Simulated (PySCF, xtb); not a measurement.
**Relative energy of two structures of Al2BH5**

Structure I is a singlet given by its coordinates and structure II is a singlet given by its coordinates. Both are isolated molecules in the gas phase, relaxed with PBE0-D4/def2-SVP.

I (Å):

```xyz
8

Al    0.7711   -0.4537   -1.9034
Al    2.2077    0.5916    0.0304
B     0.1694   -0.2060   -3.8053
H    -0.9565    0.2072   -3.9784
H     0.7375   -0.8634   -4.6501
H     0.9438    0.7503   -3.3779
H     1.5447    1.5762    1.0972
H     3.7402    0.1867    0.2173
```

Close contacts (Å): Al1–Al2 2.63, Al1–B3 2.01, Al1–H6 1.91, Al2–H7 1.60, Al2–H8 1.60, B3–H4 1.21, B3–H5 1.21, B3–H6 1.30.

II (Å):

```xyz
8

Al    1.1047    0.4178   -0.0520
Al   -0.9874   -0.5417    1.0536
B    -0.7281    1.2937    0.2526
H     0.4313   -1.2037    0.1725
H    -0.3783    1.0570   -0.9684
H     2.4424    0.3063   -0.8994
H    -1.3081   -1.5966    2.1929
H    -1.1565    2.4083    0.3980
```

Close contacts (Å): Al1–Al2 2.55, Al1–B3 2.05, Al2–B3 2.02, Al1–H4 1.77, Al1–H5 1.86, Al1–H6 1.59, Al2–H4 1.80, Al2–H7 1.59, B3–H5 1.29, B3–H8 1.20.

Q: Which of the two would you expect CCSD(T)/def2-SVP + ΔMP2/def2-TZVPP electronic energies to favour?

A: Structure II; the calculation gives E(II) − E(I) = −14.0 kcal/mol.

Level by level:

```csv
level,geometry,E(II) − E(I) (kcal/mol),departure from the last row (kcal/mol),"job, with rough time for the two"
PBE0-D4/def2-SVP,PBE0-D4/def2-SVP,−15.1,−1.1,"optimisation, 5.1 min"
HF/def2-SVP,PBE0-D4/def2-SVP,−7.5,+6.5,part of the CCSD(T) run
MP2/def2-SVP,PBE0-D4/def2-SVP,−16.7,−2.7,part of the CCSD(T) run
CCSD(T)/def2-SVP,PBE0-D4/def2-SVP,−14.1,−0.1,single point
CCSD(T)/def2-SVP + ΔMP2/def2-TZVPP,PBE0-D4/def2-SVP,−14.0,,"single point, 17 s"
```

None of the levels shown reverses the order. The largest departure from CCSD(T)/def2-SVP + ΔMP2/def2-TZVPP is that of HF/def2-SVP, 6.5 kcal/mol. No reliable frequencies are at hand for I or II, so they aren't confirmed as minima. Levels run at GFN2-xTB geometries aren't shown. The last row adds to CCSD(T) the change of the MP2 difference between the two basis sets, here +0.1 kcal/mol.

The correlated steps freeze 11 core orbitals. Codes used: PySCF 2.14.0; the last row on 2 threads of Intel(R) Xeon(R) 6975P-C (Granite Rapids) on a shared host.
